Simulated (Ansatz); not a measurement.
```yaml
crystal:
  periodic: [false, false, false]
  atoms:
    - {symbol: C, position_ang: [-2.231066, -1.209970, -0.511041]}
    - {symbol: C, position_ang: [-0.867943, -1.347315, 0.160132]}
    - {symbol: C, position_ang: [-0.338130, -0.034787, 0.634221]}
    - {symbol: C, position_ang: [0.757320, 0.611330, 0.233156]}
    - {symbol: C, position_ang: [1.123667, 1.938809, 0.821341]}
    - {symbol: C, position_ang: [1.712637, 0.109662, -0.803434]}
    - {symbol: H, position_ang: [-2.954224, -0.741387, 0.161903]}
    - {symbol: H, position_ang: [-2.629563, -2.184376, -0.803823]}
    - {symbol: H, position_ang: [-2.162310, -0.586509, -1.405645]}
    - {symbol: H, position_ang: [-0.168365, -1.829783, -0.525739]}
    - {symbol: H, position_ang: [-0.964249, -2.022156, 1.019760]}
    - {symbol: H, position_ang: [-0.948940, 0.453527, 1.393604]}
    - {symbol: H, position_ang: [2.113102, 1.899808, 1.290508]}
    - {symbol: H, position_ang: [0.401729, 2.261299, 1.572948]}
    - {symbol: H, position_ang: [1.178924, 2.709633, 0.044699]}
    - {symbol: H, position_ang: [2.712813, -0.016270, -0.374471]}
    - {symbol: H, position_ang: [1.814024, 0.840160, -1.613279]}
    - {symbol: H, position_ang: [1.413171, -0.840377, -1.243041]}
basis:
  gaussian: {orbitals: def2-TZVPPP}
hamiltonian: {xc: {name: revPBE}, pseudopotentials: {relativity: none}}
output: {forces: true}
```

```sh
$ ansatz run in.yaml --threads 2 --pin off --events-out ev --progress --plain --max-ram 22528MiB --backend cpu
```

(1) How does Ansatz answer? (An estimate is asked.)

## Answers

(1) Computed: The input was rejected before any iteration.
```
Error: <dir> can't be read: No such file or directory (os error 2)
```
